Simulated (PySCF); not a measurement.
Adding and removing an electron: CN

ROHF-CCSD(T); C def2-SVP, N def2-SVP; no relativity (PySCF 2.14). Neutral (ROHF): doublet (σ ↑), Re = 1.186 Å, ωe = 2089 cm⁻¹, De = 7.28 eV.

CN⁺ (ROHF): triplet (σ ↑, π ↑), Re = 1.251 Å, ωe = 1751 cm⁻¹, De = 4.56 eV to C⁺ + N. The energies at the minima are -92.40471 hartree for CN and -91.90071 for CN⁺.

**Question.** Work out the adiabatic ionisation energy, without and with harmonic zero-point energies (1 hartree = 27.2114 eV, 1 eV = 8065.5 cm⁻¹), and the change of the bond length.

**Answer.** At ROHF-CCSD(T): 0.50400 hartree = 13.715 eV between the minima; the zero-point term (1751.0 − 2089.0)/2 cm⁻¹ = -0.021 eV makes it 13.694 eV. Re changes by +6.5 pm against the neutral. The electron leaves a π orbital, and the longer bond of the ion fits a bonding orbital, or a change in how ionic the bond is.

Correlated steps freeze 2 core orbitals. Correlated levels converge slowly with the basis: in double zeta they bind strong bonds too weakly, by up to about 1 eV, and carry superposition errors of some tenths. For an ion De counts to the pair picked by the measured ionisation energies or electron affinities, which need not be the lowest pair at this level. The CCSD T1 diagnostic is raised in CN, CN⁺, a sign that a single reference may not be enough there. States were picked by a PBE0 search and need not be the measured ground states.
